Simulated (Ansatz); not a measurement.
Geometry optimisation, RKS PBE0-D4/def2-SVP in Ansatz.

Input:

```yaml
crystal:
  periodic: [false, false, false]
  atoms:
    - { symbol: C, position_ang: [-0.8587, -0.2041, -1.3216] }
    - { symbol: "N", position_ang: [-0.2076, 0.5959, -0.3065] }
    - { symbol: C, position_ang: [0.1739, -0.249, 0.7877] }
    - { symbol: C, position_ang: [1.169, 0.3361, 1.7438] }
    - { symbol: "N", position_ang: [1.7123, -0.3586, 0.883] }
    - { symbol: H, position_ang: [-1.1775, 0.522, -2.1605] }
    - { symbol: H, position_ang: [-0.2552, -0.9613, -1.7312] }
    - { symbol: H, position_ang: [-1.7938, -0.5741, -0.9451] }
    - { symbol: H, position_ang: [0.6508, 0.9948, -0.6864] }
    - { symbol: H, position_ang: [-0.3638, -1.1226, 1.1087] }
    - { symbol: H, position_ang: [2.74396, -0.48977, 0.89162] }
basis:
  gaussian: { orbitals: def2-SVP }
hamiltonian:
  xc: pbe0
  dispersion: d4
relax:
  f_tol: 0.02
  max_steps: 50
output:
  orbitals: {}
```

Launched with:

```bash
$ ansatz run input.yaml --threads 2 --pin off --max-ram 3072MiB --backend cpu --events-out ev --progress --plain --runs-dir out
```

Q: Where does it end, and by what steps?

A: The run converged. After 11 steps the energy has fallen by 1.058 eV; H11 moved furthest, 0.84 Å.

| step | energy less start (eV) | largest force component (eV/Å) | accepted |
| --- | --- | --- | --- |
| 0 | 0.0000 | 3.688 | yes |
| 1 | -0.6699 | 1.237 | yes |
| 2 | -0.8768 | 1.258 | yes |
| 3 | -0.9883 | 0.988 | yes |
| 4 | -1.0295 | 0.271 | yes |
| 5 | -1.0428 | 0.203 | yes |
| 6 | -1.0532 | 0.197 | yes |
| 7 | -1.0562 | 0.096 | yes |
| 8 | -1.0561 | 0.088 | no |
| 9 | -1.0573 | 0.035 | yes |
| 10 | -1.0575 | 0.040 | yes |
| 11 | -1.0576 | 0.013 | yes |

```xyz
11
Properties=species:S:1:pos:R:3
C -0.705 -0.234 -1.359
N -0.340 0.582 -0.228
C 0.232 -0.074 0.873
C 1.442 0.541 1.607
N 1.602 -0.513 0.879
H -1.216 0.378 -2.117
H 0.148 -0.746 -1.854
H -1.414 -1.015 -1.041
H 0.180 1.414 -0.489
H -0.470 -0.702 1.439
H 2.335 -1.142 0.553
```

The run took 31 s on 2 threads of Arm Neoverse V1, on a shared host, peak memory 0.21 GiB.
